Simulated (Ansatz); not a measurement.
The input, for Ansatz 0.2.0:

```yaml
crystal:
  periodic: [false, false, false]
  atoms:
    - {symbol: Ge, position_ang: [0.000000, -0.569600, 1.416865]}
    - {symbol: O, position_ang: [0.000000, -0.235882, -3.575995]}
    - {symbol: H, position_ang: [0.000000, 0.805482, 2.159129]}
basis:
  gaussian: {orbitals: cc-pVTZ}
magnetization: {spin_polarized: true, initial_magnetization: 3}
correlation: {method: ccsd_t, electrons: outside_noble_gas}
```

```sh
$ ansatz run in.yaml --threads 1 --pin off --events-out ev --progress --plain --max-ram 5632MiB --backend cpu
```

Output:

```
538 factors; integrals over basis functions are off by at most 6.2e-4 eV
mean field evaluation 1: about -58515.2453 eV, gradient 2.2e1 eV
mean field evaluation 2: about -58515.2470 eV, gradient 2.2e1 eV
mean field evaluation 4: about -58516.7048 eV, gradient 1.6e1 eV
mean field evaluation 8: about -58524.5253 eV, gradient 6.5e0 eV
mean field evaluation 16: about -58524.7733 eV, gradient 7.5e-2 eV
mean field evaluation 32: about -58524.7745 eV, gradient 2.3e-9 eV
mean field evaluation 64: about -58524.7395 eV, gradient 2.9e0 eV
mean field evaluation 96: about -58524.7632 eV, gradient 1.4e-2 eV
mean field evaluation 128: about -58524.7745 eV, gradient 2.2e-3 eV
mean field evaluation 160: about -58524.7680 eV, gradient 6.5e-5 eV
...
mean field evaluation 1120: about -58522.5895 eV, gradient 4.7e-1 eV
mean field evaluation 1152: about -58522.4658 eV, gradient 3.0e-1 eV
mean field evaluation 1184: about -58522.4667 eV, gradient 2.4e-1 eV
mean field evaluation 1216: about -58522.4659 eV, gradient 4.7e-3 eV
mean field evaluation 1248: about -58522.5905 eV, gradient 3.0e-2 eV
mean field evaluation 1280: about -58522.4481 eV, gradient 3.4e-2 eV
mean field evaluation 1312: about -58522.4500 eV, gradient 1.4e-1 eV
mean field evaluation 1344: about -58522.5925 eV, gradient 7.5e-2 eV
mean field evaluation 1376: about -58522.5867 eV, gradient 5.6e-2 eV
mean field -58524.77446222 eV, -2150.7457919696 hartree, gradient 4.8e-10 eV, S^2 3.771931; 43 other end points of the search recorded, 0 dependent functions left out
determinant -58524.77446222 eV, -2150.7457919696 hartree, with singles and doubles -58531.80119837 eV, -2151.0040197602 hartree
determinant -58524.76798784 eV, -2150.7455540408 hartree, with singles and doubles -58531.79468509 eV, -2151.0037804017 hartree
determinant -58524.76651959 eV, -2150.7455000835 hartree, with singles and doubles -58531.79285209 eV, -2151.0037130402 hartree
determinant -58524.76345761 eV, -2150.7453875577 hartree, with singles and doubles -58531.79045651 eV, -2151.0036250043 hartree
determinant -58524.76311792 eV, -2150.7453750745 hartree, with singles and doubles -58531.79019687 eV, -2151.0036154625 hartree
determinant -58524.76246412 eV, -2150.7453510477 hartree, with singles and doubles -58531.79031231 eV, -2151.0036197050 hartree
determinant -58522.59425672 eV, -2150.6656708952 hartree, with singles and doubles -58529.21642007 eV, -2150.9090309097 hartree
determinant -58522.59320576 eV, -2150.6656322734 hartree, with singles and doubles -58529.23073739 eV, -2150.9095570615 hartree
determinant -58522.59195030 eV, -2150.6655861359 hartree, with singles and doubles -58529.21352028 eV, -2150.9089243444 hartree
determinant -58522.59053248 eV, -2150.6655340319 hartree, with singles and doubles -58529.24002241 eV, -2150.9098982796 hartree
determinant -58522.59014773 eV, -2150.6655198929 hartree, with singles and doubles -58529.21812955 eV, -2150.9090937319 hartree
determinant -58522.46739444 eV, -2150.6610087925 hartree, with singles and doubles -58529.30103329 eV, -2150.9121403884 hartree
determinant -58522.46608670 eV, -2150.6609607338 hartree, with singles and doubles -58529.30602287 eV, -2150.9123237521 hartree
determinant -58522.46608514 eV, -2150.6609606767 hartree, with singles and doubles -58529.30599357 eV, -2150.9123226753 hartree
determinant -58522.46608380 eV, -2150.6609606273 hartree, with singles and doubles -58529.30610235 eV, -2150.9123266728 hartree
determinant -58522.46473485 eV, -2150.6609110543 hartree, with singles and doubles -58529.29820616 eV, -2150.9120364931 hartree
determinant -58522.46359009 eV, -2150.6608689854 hartree, with singles and doubles -58529.30610112 eV, -2150.9123266275 hartree
determinant -58522.46218954 eV, -2150.6608175161 hartree, with singles and doubles -58529.30188971 eV, -2150.9121718611 hartree
determinant -58522.46210767 eV, -2150.6608145074 hartree, with singles and doubles -58529.29814294 eV, -2150.9120341699 hartree
determinant -58522.46210761 eV, -2150.6608145050 hartree, with singles and doubles -58529.29841453 eV, -2150.9120441505 hartree
determinant -58522.45077562 eV, -2150.6603980620 hartree, with singles and doubles -58529.18272891 eV, -2150.9077927826 hartree
determinant -58522.44844639 eV, -2150.6603124646 hartree, with singles and doubles -58529.18007980 eV, -2150.9076954295 hartree
determinant -58522.44726155 eV, -2150.6602689225 hartree, with singles and doubles -58529.17896385 eV, -2150.9076544192 hartree
determinant -58524.77446222 eV, -2150.7457919696 hartree, with singles and doubles -58531.72750667 eV, -2151.0013116401 hartree
determinant -58524.76798784 eV, -2150.7455540408 hartree, with singles and doubles -58531.72106483 eV, -2151.0010749068 hartree
determinant -58524.76651959 eV, -2150.7455000835 hartree, with singles and doubles -58531.71973691 eV, -2151.0010261067 hartree
determinant -58524.76345761 eV, -2150.7453875577 hartree, with singles and doubles -58531.71674554 eV, -2151.0009161762 hartree
determinant -58524.76311792 eV, -2150.7453750745 hartree, with singles and doubles -58531.71666242 eV, -2151.0009131215 hartree
determinant -58524.76246412 eV, -2150.7453510477 hartree, with singles and doubles -58531.71700989 eV, -2151.0009258906 hartree
15 core orbitals not correlated: weight in the atoms' cores, before any rotation towards them, 1.000 or more for the frozen orbitals, at most 0.000 for the correlated occupied ones
reference -58524.77446222 eV, -2150.7457919696 hartree; 7, 4 occupied and 65, 68 virtual orbitals, 538 factors
second order -5.94783153 eV of doubles, -0.00000000 eV of singles
cycle   1  -6.95304412 eV  change    3.3e-7 eV  update   8.4e-6
perturbative correction -0.14677695 eV, -0.0053939535 hartree
Total energy: -58531.87428329 eV, -2151.0067055815 hartree
```

For the same geometry and basis UCCSDT(Q) lies 27.2 meV lower.

Ran on 1 thread of AMD EPYC 7R13, shared host: 1.7 min wall, 0.39 GiB peak host memory.
